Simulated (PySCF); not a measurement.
Molecule: `C1(C=O)CC1`, C₄H₆O.

Bonds (- single, = double, # triple, : aromatic): O1=C2 1.202 Å, C2-C3 1.477 Å, C3-C4 1.513 Å, C4-C5 1.482 Å, C5-C3 1.513 Å. C2 carries H6; C3 carries H7; C4 carries H8, H9; C5 carries H10, H11. H9, H11 are cis to C2 on the ring; H8, H10 are trans to C2 on the ring.

Geometry PBE0-D3(BJ)/def2-SVP throughout; GIAO in PySCF, gas phase, one conformer, non-relativistic; equivalent atoms averaged; functional PBE0.

Task: How do the shifts δ (against H2O, TMS at the same level) depend on the basis set? (ppm; last column core-seconds on shared hosts with different chips, so compare them loosely)

Result: 
```csv
basis set,functions,O1,C2,C3,C4/C5,H6,H7,H9/H11,H8/H10,core-s
STO-3G,31,605.0,132.0,23.2,17.5,8.80,1.90,1.18,1.16,1.5
6-31G,57,641.7,193.0,25.1,7.6,9.51,1.62,1.11,1.19,2.9
pcSseg-0,57,758.6,214.4,26.2,7.8,9.19,1.51,1.17,1.37,3.2
6-31G*,82,590.0,186.7,22.7,6.4,8.54,1.46,0.93,0.99,4
def2-SVP,100,632.1,192.4,23.1,5.8,8.21,1.30,0.69,0.80,4.6
cc-pVDZ,100,631.6,192.5,25.2,6.6,8.45,1.32,0.71,0.81,6.1
pcSseg-1,115,673.0,202.2,24.5,6.0,8.42,1.49,0.82,0.95,14
aug-cc-pVDZ,169,599.3,196.1,25.2,5.9,8.82,1.66,0.93,0.97,13
"6-311+G(2d,p)",171,627.8,201.3,25.1,5.7,8.75,1.60,0.87,0.91,10
def2-TZVP,191,641.5,202.6,25.1,5.6,8.71,1.59,0.91,0.94,12
cc-pVTZ,234,644.6,201.0,24.7,5.9,8.63,1.55,0.89,0.92,19
IGLO-III,235,646.1,207.6,25.9,5.8,8.75,1.64,0.91,0.95,19
pcSseg-2,264,649.8,209.0,26.1,6.3,8.68,1.62,0.93,0.97,24
```

Task: Which nucleus moves most, in ppm?

Result: O1 (aldehyde oxygen): from 590.0 ppm with 6-31G* to 758.6 ppm with pcSseg-0. The smallest spread is 0.49 ppm, at H9/H11. Proton shifts span only some 12 ppm, so a few tenths of a ppm matter as much there as several ppm in carbon.

Task: Taking the largest basis, pcSseg-2 (264 functions), as the yardstick, rank the others by their worst heavy-atom deviation.

Result: IGLO-III 3.7 ppm (235 functions), cc-pVTZ 8.0 ppm (234 functions), def2-TZVP 8.3 ppm (191 functions), 6-31G 16.0 ppm (57 functions), def2-SVP 17.7 ppm (100 functions), cc-pVDZ 18.2 ppm (100 functions), 6-311+G(2d,p) 22.0 ppm (171 functions), pcSseg-1 23.2 ppm (115 functions), aug-cc-pVDZ 50.5 ppm (169 functions), 6-31G* 59.8 ppm (82 functions), STO-3G 77.0 ppm (31 functions), pcSseg-0 108.8 ppm (57 functions).

A small basis that lands close on one nucleus may do so by chance; judge by the trend and by all nuclei.
